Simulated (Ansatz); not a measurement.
# BF (singlet): the correlation ladder at distance B1–F2 = 1.263 Å, cc-pVDZ

The task here is to estimate one member of a computed series from the others.

The runs use Ansatz 0.2.0, Gaussian basis; cc-pVDZ, core rule «outside noble gas», up to 2 orbitals frozen.

Plan: UHF; CCSD(T) on RHF; BCCD(T) on RHF; CISD; CCSDT(Q) on RHF; CCSDTQ on RHF; CASSCF and MRCISD+Q, 2 electrons in 2 orbitals; CASSCF and NEVPT2, 2 electrons in 2 orbitals; CASSCF and MRCISD+Q, 10 electrons in 8 orbitals; CASSCF and NEVPT2, 10 electrons in 8 orbitals.

32 further runs of the same task are left out: 14 for a known fault of the program, 14 that didn't finish, 4 set aside as unsound or not needed.

## The geometry

The geometry derives from a PBE0/def2-TZVP stationary point (not a proven minimum). One bond is set to the value named and the two fragments are kept rigid.

2 atoms, charge 0, spin multiplicity 1.

Atoms are counted from 1 here; the program's logs count them from 0.

Bond lengths: B1–F2 1.263 Å.

Coordinates:

```xyz
2

B     0.0000    0.0000    0.0000
F     0.0000    0.0000    1.2631
```

Set-up of the first run:

in.yaml reads:

```yaml
crystal:
  periodic: [false, false, false]
  atoms:
    - {symbol: B, position_ang: [0.000000, 0.000000, 0.000000]}
    - {symbol: F, position_ang: [0.000000, 0.000000, 1.263100]}
basis:
  gaussian: {orbitals: cc-pVDZ}
magnetization: {spin_polarized: true, initial_magnetization: 0}
hamiltonian: {xc: hf}
output: {orbitals: {seedname: orbitals}}
```

Run with:

```sh
ansatz run in.yaml --threads 1 --pin off --events-out ev --progress --plain --max-ram 2393MiB
```

Steps of the session up to this table: UHF; CCSD(T) on RHF; BCCD(T) on RHF; CISD; CCSDT(Q) on RHF; CCSDTQ on RHF; CASSCF and MRCISD+Q, 2 electrons in 2 orbitals; CASSCF and NEVPT2, 2 electrons in 2 orbitals; CASSCF and MRCISD+Q, 10 electrons in 8 orbitals; CASSCF and NEVPT2, 10 electrons in 8 orbitals.

One table of the session follows, with a row left open; its other results are not shown here.

| method | from RCCSDTQ (kJ/mol) |
| --- | --- |
| RHF | +715.8 |
| RMP2 | +60.2 |
| CISD | +61.8 |
| RCCSD | +18.1 |
| RCCSD(T) | +2.5 |
| BCCD(T) | +1.9 |
| RCCSDT | +1.4 |
| RCCSDT(Q) | -0.1 |
| RCCSDTQ | 0 |
| CASSCF pair | ? |
| NEVPT2 pair | +60.4 |
| MRCISD pair | +51.4 |
| MRCISD+Q pair | +9.9 |
| CASSCF valence | +448.2 |
| NEVPT2 valence | +118.9 |
| MRCISD valence | +32.8 |
| MRCISD+Q valence | +11.6 |

**Question.** Estimate the row for CASSCF pair.

**Answer.** from RCCSDTQ (kJ/mol): +667.3. In the column «from RCCSDTQ (kJ/mol)» it lies between CASSCF valence (+448.2) and RHF (+715.8).
